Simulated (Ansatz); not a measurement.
Rock-salt ZrC was calculated with BLYP (Ansatz, a program for electronic structure, plane waves, PAW).

Settings: plane-wave cutoff 520 eV, 24×24×24 k mesh, Fermi–Dirac smearing 0.056 eV (set by the program), scalar-relativistic PAW data made under PBE.

Computed at the level's own relaxed cell.

Hill averages of the elastic tensor: K = 206.6 GPa, G = 151.6 GPa. Volume 13.489 Å³/atom, mean atomic mass 51.617 u.

Question: Work out the density, the sound velocities of a polycrystal and the elastic Debye temperature, and Pugh's ratio at this level.

Answer: ρ = 1.66054 × 51.617/13.489 = 6.354 g/cm³. v_l = √[(K + 4G/3)/ρ] = 8.020 km/s and v_t = √(G/ρ) = 4.885 km/s. The mean follows from 3/v_m³ = 1/v_l³ + 2/v_t³: v_m = 5.396 km/s. Θ_D = (ħ/k_B) v_m (6π²/V)^(1/3) = 76.38 K Å s/km × 5.396 × 1.6374 Å⁻¹ = 675 K, counting all atoms of the cell. K/G = 1.36, to be set beside Pugh's rough bound of 1.75 between brittle and ductile metals.
